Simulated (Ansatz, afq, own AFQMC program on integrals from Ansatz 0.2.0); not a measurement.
# CH$_{3}$N, triplet: AFQMC among the cluster methods

```json
{"atom": "C", "x (Å)": "-0.0342", "y (Å)": "-0.3828", "z (Å)": "0.0369"}
{"atom": "N", "x (Å)": "0.6306", "y (Å)": "0.6593", "z (Å)": "-0.2285"}
{"atom": "H", "x (Å)": "-1.0973", "y (Å)": "-0.4032", "z (Å)": "0.3450"}
{"atom": "H", "x (Å)": "0.4576", "y (Å)": "-1.3670", "z (Å)": "-0.0355"}
{"atom": "H", "x (Å)": "0.0434", "y (Å)": "1.4937", "z (Å)": "-0.1179"}
```

Connectivity, by distances: CH2–NH.

Basis def2-TZVP. Only valence electrons are correlated. Ansatz 0.2.0 and our own AFQMC program on the same integrals; the CISD trial comes from CCSD amplitudes, and released means the phaseless constraint is let go. Error bars are statistical, one sigma.

Determinant: UHF, the one that the program's search chose, which needn't be the lowest solution. The geometry is a PBE0/def2-SVP stationary point of this or a neighbouring charge and spin state.

No full CI on the walks' own integrals is used here; CCSDT(Q) serves as the reference and is uncertain by about the last step of the cluster series.

Cautions: another spin lies lower (by 4.70 eV); the released energies have errors that jump between times, so the bars are unsure, so no released level is given (meV from the phaseless value at times in 1/Eh: 105 ± 118 at 0.24, -13 ± 4 at 0.51, -40 ± 5 at 0.99, -25 ± 5 at 1.62, -24 ± 9 at 2.40), though the last usable value meets CCSDT(Q) within the noise.

```
T1 diagnostic                               : 0.0278
weight of the determinant in the CISD state : 0.876
⟨S²⟩ of the determinant                     : 2.021
size of the correlated space                : 12 electrons in 78 orbitals
```

```json
{"level": "MP2", "correlation energy (eV)": "-8.7253"}
{"level": "CCSD", "correlation energy (eV)": "-9.5056"}
{"level": "CCSD(T)", "correlation energy (eV)": "-9.8543"}
```

(1) Estimate where phaseless AFQMC with a CISD trial lies against CCSD(T) on the same integrals.

(1) 2.1 ± 0.5 kJ/mol below CCSD(T).

Reference: CCSDT(Q), correlation energy -9.897 eV.

```csv
level,E − E(reference) (kJ/mol),share of correlation (%)
CCSD(T),4.1,99.57
CCSDT,1.6,99.83
ph-AFQMC/CISD,2.0 ± 0.5,99.79
```
